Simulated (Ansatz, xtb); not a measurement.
## C3H3F2N: which of two isomers lies lower

We compare I, `C=N/C(F)=C\F`, a singlet, with II, `N#C[C@H](F)CF`, a singlet. Both are isolated molecules in the gas phase, relaxed with PBE0-D3(BJ)/def2-SVP; the shapes shown needn't be the lowest conformers.

I (Å):

```xyz
9

C    -1.1317    0.0471   -1.7512
C     0.9673    0.6374   -1.0540
C     2.3058    0.6194   -1.1630
F     0.4464    1.3412   -0.0338
F     2.9198   -0.0384   -2.1247
N     0.1305   -0.0102   -1.9107
H    -1.6168    0.6069   -0.9352
H    -1.7750   -0.4874   -2.4610
H     2.9591    1.1464   -0.4642
```

II (Å):

```yaml
atoms:
  - { symbol: C, position_ang: [0.1260, 2.4737, -0.0554] }
  - { symbol: C, position_ang: [0.5794, 1.5619, 1.0042] }
  - { symbol: C, position_ang: [2.0419, 1.2095, 0.8117] }
  - { symbol: F, position_ang: [0.3889, 2.1361, 2.2268] }
  - { symbol: F, position_ang: [2.3726, 0.1957, 1.6567] }
  - { symbol: N, position_ang: [-0.2152, 3.1890, -0.8968] }
  - { symbol: H, position_ang: [-0.0212, 0.6361, 0.9538] }
  - { symbol: H, position_ang: [2.2127, 0.8980, -0.2325] }
  - { symbol: H, position_ang: [2.6600, 2.0960, 1.0311] }
```

Quicker runs give these differences E(II) − E(I): GFN2-xTB −2.5 kcal/mol; HF/STO-3G −38.4 kcal/mol (at GFN2-xTB geometries); r2SCAN-D4/def2-SVP −9.3 kcal/mol (at GFN2-xTB geometries).

Question: Estimate E(II) − E(I) at the level CCSD(T)/def2-SVP + ΔMP2/def2-TZVPP.

Answer: Calculated at CCSD(T)/def2-SVP + ΔMP2/def2-TZVPP: E(II) − E(I) = −21.5 kcal/mol, so structure II lies lower.

Level by level:

| level | geometry | E(II) − E(I) (kcal/mol) | departure from the last row (kcal/mol) | job, with rough time for the two |
| --- | --- | --- | --- | --- |
| GFN2-xTB | GFN2-xTB | −2.5 | +19.0 | optimisation, 0.19 s |
| HF/STO-3G | GFN2-xTB | −38.4 | −16.9 | single point, 0.54 s |
| r2SCAN-D4/def2-SVP | GFN2-xTB | −9.3 | +12.1 | single point, 2.7 s |
| PBE0-D3(BJ)/def2-SVP | PBE0-D3(BJ)/def2-SVP | −11.9 | +9.6 | optimisation, 30 s |
| HF/def2-SVP | PBE0-D3(BJ)/def2-SVP | −23.0 | −1.6 | part of the CCSD(T) run |
| MP2/def2-SVP | PBE0-D3(BJ)/def2-SVP | −24.7 | −3.2 | part of the CCSD(T) run |
| CCSD(T)/def2-SVP | PBE0-D3(BJ)/def2-SVP | −20.5 | +1.0 | single point |
| CCSD(T)/def2-SVP + ΔMP2/def2-TZVPP | PBE0-D3(BJ)/def2-SVP | −21.5 |  | single point, 34 s |

As drawn, II has 1 C≡N, 2 C–C in place of 1 C=N, 1 C–N, 1 C=C.

None of the levels shown reverses the order. The largest departure from CCSD(T)/def2-SVP + ΔMP2/def2-TZVPP is that of GFN2-xTB, 19.0 kcal/mol. The last row adds to CCSD(T) the change of the MP2 difference between the two basis sets, here −1.0 kcal/mol.

With harmonic frequencies from PBE0-D3(BJ)/def2-SVP (ideal gas, rigid rotor, one conformer each, 298.15 K, 1 atm): the zero-point term adds +0.5 kcal/mol; ΔH is −20.8 and ΔG −21.3 kcal/mol.

The correlated steps freeze 6 core orbitals. Mirror images aren't counted in ΔG. Codes used: Ansatz 0.2.0, xtb 6.7.1; the last row on 2 threads of Intel(R) Xeon(R) Processor on a shared host.
